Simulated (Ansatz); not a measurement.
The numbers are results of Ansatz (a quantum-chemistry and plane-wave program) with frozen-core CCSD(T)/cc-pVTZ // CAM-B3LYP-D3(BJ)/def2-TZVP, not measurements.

Ansatz 0.2 input:
```yaml
crystal:
  periodic: [false, false, false]
  atoms:
    - { symbol: Cl, position_ang: [-1.390519, -1.039767, -0.073035] }
    - { symbol: B, position_ang: [0.0, 0.000005, -0.000001] }
    - { symbol: Cl, position_ang: [-0.203902, 1.725788, -0.011473] }
    - { symbol: Cl, position_ang: [1.594423, -0.686028, 0.084508] }
basis:
  gaussian: { orbitals: cc-pVTZ }
correlation:
  method: ccsd_t
```

Output:

```
Functional definition: HF
796 factors; integrals over basis functions are off by at most 5.4e-4 eV
mean field evaluation 1: about -38186.0021 eV, gradient 1.9e1 eV
mean field evaluation 2: about -38186.3953 eV, gradient 2.1e1 eV
mean field evaluation 4: about -38187.7456 eV, gradient 2.2e0 eV
mean field evaluation 8: about -38187.7867 eV, gradient 9.4e-2 eV
mean field evaluation 16: about -38186.8618 eV, gradient 1.1e1 eV
mean field -38187.78680502 eV, -1403.3752804730 hartree, gradient 8.5e-6 eV, S^2 0.000000; 0 other end points of the search recorded, 0 dependent functions left out
16 core orbitals not correlated
reference -38187.78680502 eV, -1403.3752804730 hartree; 12, 12 occupied and 104, 104 virtual orbitals, 796 factors
second order -17.91925630 eV of doubles, -0.00000000 eV of singles
cycle   1  -18.64558641 eV  change   -7.3e-1 eV  update   8.6e-2
cycle   2  -19.01789418 eV  change   -3.7e-1 eV  update   2.4e-2
cycle   3  -19.10021290 eV  change   -8.2e-2 eV  update   1.3e-2
cycle   4  -19.09048210 eV  change    9.7e-3 eV  update   3.5e-3
cycle   5  -19.08943892 eV  change    1.0e-3 eV  update   1.3e-3
cycle   6  -19.08933083 eV  change    1.1e-4 eV  update   2.9e-4
cycle   7  -19.08929960 eV  change    3.1e-5 eV  update   7.7e-5
cycle   8  -19.08933356 eV  change   -3.4e-5 eV  update   1.8e-5
cycle   9  -19.08933466 eV  change   -1.1e-6 eV  update   4.7e-6
perturbative correction -0.86325771 eV, -0.0317241357 hartree
Total energy: -38207.73939739 eV, -1404.1085247183 hartree
```

Cost: very roughly 7 core-seconds.
